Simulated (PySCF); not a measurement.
[LiF2]- (singlet). All numbers come from PBE0/[Li def2-TZVPD, F def2-TZVPD], no relativity, density fitting, PySCF.

Harmonic bands of its minimum:

| ω (cm⁻¹) | IR (km/mol, summed over degenerate members) | degeneracy |
| --- | --- | --- |
| 238 | 229 | 2 |
| 371 | 0.0 | 1 |
| 861 | 210 | 1 |

Task: The central atom is Li. Infer the point group and assign the bands.

Result: D∞h. The modes span πu + σg+ + σu+: 238 πu, 371 σg+, 861 σu+. The computed geometry has Li–F 1.688 Å (×2); F–Li–F 180.0°.

Other isomers or separated fragments may lie lower. The lowest empty level of this anion is unbound, so it and the gap depend on the basis.
